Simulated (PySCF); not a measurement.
**Exercise with solution: chemical shift, span and skew from a shielding tensor**

DMSO (C₂H₆OS), SMILES CS(C)=O. Atoms are numbered in the order given.

```xyz
10

C     -0.1845     0.8011    -1.3551
S      0.4472    -0.2296     0.0000
C     -0.1845     0.8011     1.3551
O     -0.3871    -1.4768     0.0000
H      0.0510     0.2625    -2.2828
H      0.3021     1.7872    -1.3570
H     -1.2753     0.8875    -1.2458
H     -1.2753     0.8875     1.2458
H      0.0510     0.2625     2.2828
H      0.3021     1.7872     1.3570
```
Charge 0, spin multiplicity 1.

Geometry: PBE0-D3(BJ)/def2-SVP.

GIAO shieldings from PySCF with B3LYP/pcSseg-1, non-relativistic, no solvent. The symmetric part of the tensor of C1 has the principal values 105.3, 117.0, 177.3 ppm. The same nucleus in TMS has σ = 181.3 ppm at this level (PySCF, at its B3LYP-D3(BJ)/def2-TZVP geometry).

Q: Work out the isotropic shielding, the ¹³C shift against TMS, the span and the skew.

A: 
σ(iso) = (σ11 + σ22 + σ33)/3 = 133.2 ppm. δ = σ(ref) − σ(iso) = 181.3 − (133.2) = 48.1 ppm.
Span Ω = σ33 − σ11 = 72.0 ppm. Skew κ = 3(σ(iso) − σ22)/Ω = 0.68. Tumbling in solution averages the tensor to δ; in a static solid the shielding alone would spread this spin-1/2 line over Ω.
